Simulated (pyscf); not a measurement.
**Four-centre exchange: Cl–InH–Cl (SMILES [Cl][InH][Cl]) + HO–SiH₃ (SMILES O[SiH3]) → HO–In(Cl)–Cl (SMILES [OH][In]([Cl])[Cl]) + SiH₄ (SMILES [SiH4])**

Gas phase, singlet surface, charge 0. Bonds broken: In2–H4, O5–Si6. Bonds formed: In2–O5, H4–Si6. Single points on ωB97X-D3(BJ)/def2-SVP structures (PySCF, gas phase).

Transition state (Å):

```xyz
10

Cl    -0.7873     2.9472    -0.5624
In    -0.0948     0.8736     0.1973
Cl     2.0836     0.1320    -0.0914
H     -0.6164     0.6972     2.0789
O     -1.5147    -0.6052     0.3282
Si    -1.4912    -0.5982     2.4422
H     -1.4919    -1.4307    -0.1720
H     -2.9638    -0.4695     2.3242
H     -1.2404    -0.2613     3.8931
H     -0.8280    -1.9233     2.3106
```

One imaginary mode, 107i cm⁻¹; descent along it reached the two sides named, in the forms told below.

| bond | change | reactant side (Å) | saddle | product side |
|---|---|---|---|---|
| In2–H4 | breaks | 1.705 | 1.960 | 2.179 |
| O5–Si6 | breaks | 1.709 | 2.114 | 2.9 |
| In2–O5 | forms | 2.285 | 2.054 | 1.995 |
| H4–Si6 | forms | 4.0 | 1.605 | 1.520 |

Electronic energies relative to the separated reactants (eV):

```json
[
 {"level": "ωB97X-D3(BJ)/def2-TZVP", "barrier": "0.52", "reaction energy": "+0.69", "reverse barrier": "-0.17"},
 {"level": "PBE/def2-TZVP", "barrier": "0.69", "reaction energy": "+0.62", "reverse barrier": "0.07"},
 {"level": "r²SCAN/def2-TZVP", "barrier": "0.66", "reaction energy": "+0.70", "reverse barrier": "-0.05"},
 {"level": "B3LYP-D3(BJ)/def2-TZVP", "barrier": "0.73", "reaction energy": "+0.71", "reverse barrier": "0.02"},
 {"level": "PBE0-D3(BJ)/def2-TZVP", "barrier": "0.63", "reaction energy": "+0.72", "reverse barrier": "-0.08"},
 {"level": "M06-2X/def2-TZVP", "barrier": "0.63", "reaction energy": "+0.72", "reverse barrier": "-0.10"},
 {"level": "ωB97M-D3(BJ)/def2-TZVP", "barrier": "0.75", "reaction energy": "+0.76", "reverse barrier": "-0.01"},
 {"level": "HF/def2-TZVP", "barrier": "1.22", "reaction energy": "+0.84", "reverse barrier": "0.38"}
]
```

With ωB97M-D3(BJ)/def2-TZVP energies and thermal terms (ideal gas, 1 atm, RRHO with modes under 100 cm⁻¹ raised to 100, one conformer, R ln 2 for chiral ones without a mode under 150 cm⁻¹), in eV:

```csv
T (K),ΔH‡,ΔG‡,ΔH,ΔG
298,0.80,1.33,+0.77,+0.82
600,0.81,1.85,+0.78,+0.86
900,0.83,2.37,+0.77,+0.90
1200,0.86,2.87,+0.77,+0.94
```

On the reactant side the descent ends in an adduct with a In–O contact (not fully relaxed), 0.83 eV under the separated species and 1.35 eV under the saddle at ωB97X-D3(BJ)/def2-TZVP. On the product side the descent ends in a complex, 0.35 eV under the separated species and 0.17 eV under the saddle at ωB97X-D3(BJ)/def2-TZVP. At ωB97X-D3(BJ)/def2-TZVP, r²SCAN, PBE0-D3(BJ), M06-2X, ωB97M-D3(BJ) the saddle lies under the separated products, which points to a path from their complex (located at ωB97X-D3(BJ) alone), and parting the products costs more than the saddle. What is counted as formed (In–O) is already present as a longer contact in the reactant adduct; forming that adduct is a step of its own. This is the saddle that the search found; another between the same sides may lie lower. Elements past Kr carry the def2 core potentials, without spin-orbit coupling.
